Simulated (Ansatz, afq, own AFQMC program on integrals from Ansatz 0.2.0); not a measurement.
AlO⁺, triplet: a scan with AFQMC

```json
{"atom": "Al", "x (Å)": "0.0000", "y (Å)": "0.0000", "z (Å)": "0.0000"}
{"atom": "O", "x (Å)": "0.0000", "y (Å)": "0.0000", "z (Å)": "1.7329"}
```

The Al1–O2 distance is changed with both sides rigid. Energies in eV count from this geometry (1.733 Å) at the same level; the start stands on UHF, each point on the determinant named.

Basis 6-31G. Only valence electrons are correlated. Ansatz 0.2.0 and our own AFQMC program on the same integrals; the CISD trial comes from CCSD amplitudes, and released means the phaseless constraint is let go. Uncertainties: one standard error, sampling alone.

Cautions, each for one point or more: lower spins were not checked; raised T1 diagnostic; unrestricted determinant spin contaminated.

```tsv
r(Al1–O2) / Å	det.	T1	weight	⟨S²⟩	CCSD(T)	ph-AFQMC/CISD	released AFQMC	FCI	CCSDT(Q)	PBE0	r2SCAN
1.418	UHF	0.025	0.95	2.00	3.392	3.394 ± 0.004	3.398 ± 0.004	3.405	3.408	3.212	3.213
2.081	UHF	0.044	0.88	2.10	-0.221	-0.217 ± 0.005	–	-0.217	-0.213	-0.015	0.083
2.831	UHF†	0.009	0.92	2.01	-0.481	-0.470 ± 0.003	-0.459 ± 0.004	-0.456	-0.452	0.176	0.561
3.877	UHF†	0.007	0.92	2.00	-0.438	-0.427 ± 0.003	-0.418 ± 0.004	-0.411	-0.407	0.344	0.744
5.943	UHF†	0.005	0.92	2.00	-0.334	-0.327 ± 0.003	-0.310 ± 0.004	-0.307	-0.303	0.472	0.878
```

Weight is that of the determinant in the CISD state; at the start T1 is 0.031 and the weight 0.93, and ⟨S²⟩ is 2.03. A dagger marks points whose determinant fills other symmetries than the start's, so the wave-function levels may follow another state there, or a degenerate partner. A dash marks a missing value, a released energy that hasn't settled or a functional that sits on another state. Largest departures from full CI: CCSD(T) -0.027 eV at 5.943 (on UHF), ph-AFQMC/CISD -0.020 eV at 5.943 (on UHF), released AFQMC -0.007 eV at 1.418 (on UHF) (within the noise), CCSDT(Q) 0.004 eV at 5.943 (on UHF), PBE0 0.202 eV at 2.081, r2SCAN 0.299 eV at 2.081. Functionals count only at points shown to share the start's state and spin. In this small basis the wave-function levels are far from their limit, so their gap to the functionals isn't the functionals' error. In total energy ph-AFQMC/CISD lies 19 ± 3 meV above full CI at the start, so its agreement along the curve rests in part on cancellation.

Some points may be missing: those where a free walk finds a much lower state, and past Zn most of those on another determinant than at the start.

CCSDT and higher add their correlation energy to the determinant of the CCSD(T) run, since their own runs factorise the integrals more tightly (a shift of under 2 meV). A walk keeps the symmetry of its determinant, which the program's search chose and which needn't be the lowest solution, so a lower state of the same spin and another symmetry isn't excluded. Released energies are given only where the last usable release times agree within the noise; a slower fall can still hide under it.
